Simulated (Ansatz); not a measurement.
Cost and result up the ladder for BH2(OH) (BOH3) (5 atoms). The state is a singlet with charge 0. Geometry: r2SCAN-D4/def2-TZVP.

```xyz
5

B    -0.210   -0.309   -0.200
H    -1.317   -0.586   -0.555
H     0.733   -1.027   -0.390
O    -0.058    0.873    0.440
H     0.852    1.049    0.705
```

Ansatz on 4 threads of Arm Neoverse V2 on a shared host. Times are rough, and most runs start from the orbitals of an earlier one. ωB97X-V/def2-TZVP serves as the yardstick here, not as an exact answer. Differences are given only for rows in sets of like size (and for xTB, whose basis is part of the method), since another set adds its own error. Binding counts from free atoms at the same level (B doublet, H doublet, O triplet; other spins of the atoms weren't run), without zero-point energy or a counterpoise term.

B3LYP takes the VWN-RPA correlation. Correlated methods freeze 2 core orbitals.

Correlated methods converge slowly with the basis.

| level | functions | wall time | binding energy per atom (eV) | difference from ωB97X-V/def2-TZVP (eV) |
| --- | --- | --- | --- | --- |
| HF/def2-TZVP | 80 | 0.15 s | 2.85 | -0.91 |
| PBE-D4/def2-SVP | 43 | 0.2 s | 3.84 | – |
| MP2/def2-TZVP | 80 | 0.2 s | 3.70 | -0.06 |
| revPBE-D4/def2-TZVP | 80 | 0.3 s | 3.72 | -0.05 |
| B3LYP-D4/def2-TZVP | 80 | 0.3 s | 3.78 | 0.02 |
| PBE-D4/def2-TZVP (with forces) | 80 | 0.35 s | 3.81 | 0.05 |
| PBE0-D4/def2-TZVP | 80 | 0.35 s | 3.74 | -0.02 |
| CAM-B3LYP-D4/def2-TZVP | 80 | 0.35 s | 3.80 | 0.04 |
| PBE0-D4/def2-TZVPD | 104 | 0.41 s | 3.74 | -0.02 |
| r2SCANh-D4/def2-TZVP | 80 | 0.7 s | 3.75 | -0.01 |
| ωB97X-V/def2-TZVP | 80 | 0.75 s | 3.76 | 0.00 |
| r2SCAN-D4/def2-TZVPD | 104 | 0.8 s | 3.78 | 0.01 |
| CCSD(T)/def2-TZVPP | 104 | 1.2 s | 3.69 | -0.07 |
| CCSD(T)/def2-TZVPD | 104 | 1.3 s | 3.65 | -0.12 |
